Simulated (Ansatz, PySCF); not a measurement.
How the smallest direct gap on the k points sampled of rock-salt LiH moves with the method

No measured value is used here.

| level (code) | value (eV) | cell (Å³/atom) |
|---|---|---|
| LDA (Ansatz) | 2.54 | 7.46 |
| BLYP (Ansatz) | 3.46 | 8.51 |
| PBE (Ansatz) | 2.98 | 8.04 |
| PBEsol (Ansatz) | 2.73 | 7.88 |
| RPBE (Ansatz) | 3.19 | 8.51 |
| r²SCAN (Ansatz) | 3.63 | 8.03 |
| B3LYP (VWN-RPA form) (Ansatz) | 4.76 | 8.00 |
| r²SCAN0 (Ansatz) | 5.13 | 8.51 |
| Hartree–Fock (Ansatz) | 10.89 | 8.68 |
| evGW@PBE (PySCF) | 5.80 ± 0.2 | 8.51 |
| G0W0@PBE (Ansatz) | 4.98 | 8.37 |
| G0W0@PBE0 (PySCF) | 5.60 ± 0.1 | 8.51 |

Computed values are for a static lattice.  A ± on a computed value is a rough bar: the spread of its extrapolation, a floor set from checks against published values, or a statistical error. Values are at the level's own equilibrium cell; BLYP at a fixed cell, not relaxed at this level and not confirmed as the measured one; RPBE at a fixed cell, not relaxed at this level and not confirmed as the measured one; r²SCAN0 at a fixed cell, not relaxed at this level and not confirmed as the measured one; evGW@PBE at a fixed cell, not relaxed at this level and not confirmed as the measured one; G0W0@PBE at the measured cell; G0W0@PBE0 at a fixed cell, not relaxed at this level and not confirmed as the measured one. Cutoffs and k meshes differ between the levels. Ansatz's density-functional and Hartree–Fock values are scalar-relativistic unless marked +SOC, with PAW data made under PBE.

Ansatz is a program for electronic structure.
